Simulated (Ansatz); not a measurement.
A nudged elastic band was laid between two geometries of CH3NO (6 atoms, charge 0, multiplicity 1).

Computed with RKS PBE-D4/def2-SVP in Ansatz 0.2.0.

- movable images: 5
- climbing image: yes
- spring: 5.0 eV/Å²
- optimiser: quadratic models (default)
- start path: through a guess of the saddle point
- force threshold: 0.03 eV/Å
- iteration limit: 60
- end points: relaxed

First end point:

```xyz
6
Properties=species:S:1:pos:R:3
N 0.144 -0.606 -0.343
C -0.135 0.557 0.315
O -1.240 0.904 0.697
H -0.615 -1.259 -0.546
H 1.092 -0.838 -0.638
H 0.797 1.178 0.469
```

Last end point:

```xyz
6
Properties=species:S:1:pos:R:3
N 0.223 -0.761 -0.439
C 0.540 0.410 0.115
O -0.601 0.949 0.605
H -0.741 -1.141 -0.462
H 0.960 -1.320 -0.865
H -0.339 1.799 1.000
```

Problem. What changes between the two ends?

Solution. Bonds broken: C2–H6. Bonds formed: O3–H6.

Problem. What energy profile does the band end with?

Solution. It converged. The highest image is number 3 of 0 to 6, 71.2 kcal/mol above the first end and 29.8 kcal/mol above the last; the last end lies 41.4 kcal/mol above the first. Neighbouring images differ by up to 1.5 eV, so the band resolves the path poorly. A vibrational analysis at the climbing image gives one clearly imaginary mode, 1719i cm⁻¹: a first-order saddle point. The orbitals stay closed-shell, which can raise the energy where a bond breaks towards radicals; this wasn't checked here.

| image | path coordinate (Å) | energy (kcal/mol) | C2–H6 (Å) | O3–H6 (Å) |
| --- | --- | --- | --- | --- |
| 0 | 0.00 | 0.0 | 1.13 | 2.07 |
| 1 | 0.38 | 7.3 | 1.12 | 1.93 |
| 2 | 0.77 | 41.0 | 1.12 | 1.60 |
| 3 | 1.15 | 71.2 | 1.24 | 1.22 |
| 4 | 1.43 | 58.5 | 1.46 | 1.02 |
| 5 | 1.70 | 45.1 | 1.70 | 0.97 |
| 6 | 1.98 | 41.4 | 1.87 | 0.97 |

Problem. What is the geometry of the highest image?

Solution. 
```xyz
6
Properties=species:S:1:pos:R:3:forces:R:3
N 0.199 -0.716 -0.410 0.00 0.00 0.00
C 0.242 0.470 0.201 0.00 0.00 0.00
O -0.896 0.971 0.667 0.00 0.00 0.00
H -0.708 -1.205 -0.503 0.00 0.00 0.00
H 1.040 -1.150 -0.788 0.00 0.00 0.00
H 0.165 1.565 0.787 0.00 0.00 0.00
```

Time of the run: 110 s on 1 CPU thread of a shared host.
